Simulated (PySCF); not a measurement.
C2: one state, many levels of theory

State: ³Πu (triplet), unpaired electrons σ ↑, π ↑. Set-up: basis C 3-21G; no relativity; PySCF 2.14. De refers to C + C in their high-spin ground configurations, without counterpoise correction. The functionals are run spin-unrestricted.

```json
{"Level": "UHF", "Re (Å)": "1.308", "ωe (cm⁻¹)": "1712", "De (eV)": "2.14", "CPU s a point (SCF and correlation, without the integrals)": "0.018"}
{"Level": "UHF-MP2", "Re (Å)": "1.341", "ωe (cm⁻¹)": "1562", "De (eV)": "5.22", "CPU s a point (SCF and correlation, without the integrals)": "0.025"}
{"Level": "UHF-SCS-MP2", "Re (Å)": "1.336", "ωe (cm⁻¹)": "1597", "De (eV)": "5.08", "CPU s a point (SCF and correlation, without the integrals)": "n/a"}
{"Level": "UHF-CCSD", "Re (Å)": "1.337", "ωe (cm⁻¹)": "1576", "De (eV)": "4.91", "CPU s a point (SCF and correlation, without the integrals)": "n/a"}
{"Level": "UHF-CCSD(T)", "Re (Å)": "1.344", "ωe (cm⁻¹)": "1540", "De (eV)": "5.13", "CPU s a point (SCF and correlation, without the integrals)": "0.19"}
{"Level": "PBE", "Re (Å)": "1.335", "ωe (cm⁻¹)": "1576", "De (eV)": "6.46", "CPU s a point (SCF and correlation, without the integrals)": "0.14"}
{"Level": "PBEsol", "Re (Å)": "1.333", "ωe (cm⁻¹)": "1586", "De (eV)": "6.72", "CPU s a point (SCF and correlation, without the integrals)": "0.11"}
{"Level": "r²SCAN", "Re (Å)": "1.329", "ωe (cm⁻¹)": "1608", "De (eV)": "5.75", "CPU s a point (SCF and correlation, without the integrals)": "0.21"}
{"Level": "M06-L", "Re (Å)": "1.332", "ωe (cm⁻¹)": "1569", "De (eV)": "5.71", "CPU s a point (SCF and correlation, without the integrals)": "0.21"}
{"Level": "PBE0", "Re (Å)": "1.322", "ωe (cm⁻¹)": "1638", "De (eV)": "5.69", "CPU s a point (SCF and correlation, without the integrals)": "0.23"}
{"Level": "HSE06", "Re (Å)": "1.322", "ωe (cm⁻¹)": "1639", "De (eV)": "5.66", "CPU s a point (SCF and correlation, without the integrals)": "0.29"}
{"Level": "B2PLYP", "Re (Å)": "1.332", "ωe (cm⁻¹)": "1580", "De (eV)": "5.47", "CPU s a point (SCF and correlation, without the integrals)": "0.13"}
```

Question: Which functional lies closest to UHF-CCSD(T) in De, which farthest, and by how much do they differ from it?

Answer: Closest is B2PLYP (-1.2 pm in Re, +2.6 % in ωe, +0.34 eV in De against UHF-CCSD(T) in the same basis), farthest PBEsol (-1.1 pm in Re, +3.0 % in ωe, +1.59 eV in De). CCSD(T) converges more slowly with the basis than the functionals do and binds too weakly in this one, so the order can change at the basis-set limit.

Question: What does a quarter of exact exchange do here, going from PBE to PBE0?

Answer: PBE0 less PBE: -1.3 pm in Re, +3.9 % in ωe, -0.77 eV in De. Exact exchange removes part of the self-interaction that spreads semilocal densities, and in most molecules shortens and stiffens the bond and lowers De; so it does here.

Question: What does second-order correlation do here, going from UHF to UHF-MP2?

Answer: UHF-MP2 less UHF: +3.3 pm in Re, -8.8 % in ωe, +3.08 eV in De. Correlation nearly always deepens the well. The bond lengthens, as in strong covalent bonds, where excitations into antibonding orbitals dominate.

Correlated steps freeze 2 core orbitals. B2PLYP dipoles, levels and charges come from its SCF part alone. 3-21G is very small, so such numbers show the basis as much as the molecule. The state is the lowest determinant that a PBE0 search found; another state may lie lower at other levels.

The whole job (state search and all levels along the bond) took about 0.46 min on 1 thread of Arm Neoverse V1 (shared host), peak memory 0.31 GiB.
